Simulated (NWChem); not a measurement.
# Li2; SMILES [Li][Li]

Program: NWChem. Pople sets run with spherical d functions. Structure relaxed at the PBE0/def2-SVP level.

Question: Order these by “orbital gap (eV)”, lowest first: B3LYP/3-21G; B3LYP/STO-3G; B3LYP/def2-TZVP.

Answer: B3LYP/3-21G (2.14), B3LYP/def2-TZVP (2.20), B3LYP/STO-3G (2.35)
